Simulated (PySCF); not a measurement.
C4H5NO.
Bonds: C1–C2, C2–O3 (double), C2–C4, C4–C5, C5–N6 (triple). Hydrogens: H7, H8, H9 on C1; H10, H11 on C4.

The same species was optimised twice, with GFN2-xTB and with PBE0-D3(BJ)/def2-SVP (PySCF), and the same property calculations (PySCF, gas phase) were run on both structures.

| coordinate | GFN2-xTB | PBE0-D3(BJ)/def2-SVP | change |
| --- | --- | --- | --- |
| C4–C5 (Å) | 1.438 | 1.453 | +0.015 |
| C5≡N6 (Å) | 1.143 | 1.157 | +0.014 |
| C2–C4 (Å) | 1.534 | 1.539 | +0.005 |
| C2=O3 (Å) | 1.199 | 1.202 | +0.003 |
| C1–C2 (Å) | 1.500 | 1.500 | 0.000 |
| C2–C4–C5 (°) | 111.6 | 115.7 | +4.1 |
| C1–C2–C4 (°) | 114.3 | 117.6 | +3.3 |
| O3–C2–C4 (°) | 121.2 | 118.5 | -2.7 |
| C4–C5–N6 (°) | 179.1 | 178.5 | -0.6 |
| C1–C2–O3 (°) | 124.5 | 123.9 | -0.6 |
| C1–C2–C4–C5 (°) | -52 | -25 | +27 |

Rotational constants: A = 7343, B = 2435, C = 2046 MHz (GFN2-xTB) against A = 8004, B = 2353, C = 1897 MHz (PBE0-D3(BJ)/def2-SVP). Point groups within 0.08 Å: C1 and C1.

On the GFN2-xTB structure: lowest singlet, TDDFT (eV) 4.52 [CAM-B3LYP/def2-SVPD]; lowest triplet, Tamm–Dancoff (eV) 3.94 [CAM-B3LYP/def2-SVPD]; isotropic polarisability (au) 53.0 [CAM-B3LYP/def2-SVPD]; HOMO (eV) -9.55 [CAM-B3LYP/def2-SVPD]; LUMO (eV) -0.10 [CAM-B3LYP/def2-SVPD]; dipole (D) 2.87 [CAM-B3LYP/def2-SVPD]; HOMO (eV) -8.03 [PBE0/pcSseg-1]; LUMO (eV) -1.18 [PBE0/pcSseg-1]; dipole (D) 2.82 [PBE0/pcSseg-1]; GIAO shielding of C1 (ppm) 156.9 [PBE0/pcSseg-1]; GIAO shielding of C2 (ppm) -14.9 [PBE0/pcSseg-1]; GIAO shielding of O3 (ppm) -366.7 [PBE0/pcSseg-1]; GIAO shielding of C4 (ppm) 153.7 [PBE0/pcSseg-1]; GIAO shielding of C5 (ppm) 66.7 [PBE0/pcSseg-1]; GIAO shielding of N6 (ppm) -41.6 [PBE0/pcSseg-1].

Problem. What do these properties become on the PBE0-D3(BJ)/def2-SVP structure?

Solution. 
```csv
property,level,on GFN2-xTB,on PBE0-D3(BJ)/def2-SVP,change
"lowest singlet, TDDFT (eV)",CAM-B3LYP/def2-SVPD,4.52,4.54,+0.02
"lowest triplet, Tamm–Dancoff (eV)",CAM-B3LYP/def2-SVPD,3.94,3.98,+0.04
isotropic polarisability (au),CAM-B3LYP/def2-SVPD,53.0,53.9,+0.9
HOMO (eV),CAM-B3LYP/def2-SVPD,-9.55,-9.55,0.00
LUMO (eV),CAM-B3LYP/def2-SVPD,-0.10,-0.06,+0.04
dipole (D),CAM-B3LYP/def2-SVPD,2.87,1.59,-1.28
"energy, GFN2-xTB geometry as zero (kcal/mol)",CAM-B3LYP/def2-SVPD,0.0,-1.2,-1.2
HOMO (eV),PBE0/pcSseg-1,-8.03,-8.03,0.00
LUMO (eV),PBE0/pcSseg-1,-1.18,-1.12,+0.06
dipole (D),PBE0/pcSseg-1,2.82,1.64,-1.18
"energy, GFN2-xTB geometry as zero (kcal/mol)",PBE0/pcSseg-1,0.0,-1.0,-1.0
GIAO shielding of C1 (ppm),PBE0/pcSseg-1,156.9,153.3,-3.6
GIAO shielding of C2 (ppm),PBE0/pcSseg-1,-14.9,-16.5,-1.6
GIAO shielding of O3 (ppm),PBE0/pcSseg-1,-366.7,-357.5,+9.2
GIAO shielding of C4 (ppm),PBE0/pcSseg-1,153.7,152.5,-1.2
GIAO shielding of C5 (ppm),PBE0/pcSseg-1,66.7,63.7,-3.0
GIAO shielding of N6 (ppm),PBE0/pcSseg-1,-41.6,-49.2,-7.6
```

The heavy atoms differ by 0.208 Å rms after alignment. Among bonds between heavy atoms C4–C5 and C5≡N6 change most and about equally (+0.014 to +0.015 Å). Changes are differences of the printed values. Neither structure is proved a minimum here.

Shape of the structure used: `[CH3:1][C:2](=[O:3])[CH2:4][C:5]#[N:6]`: C1–C2–C4–C5 -25°.
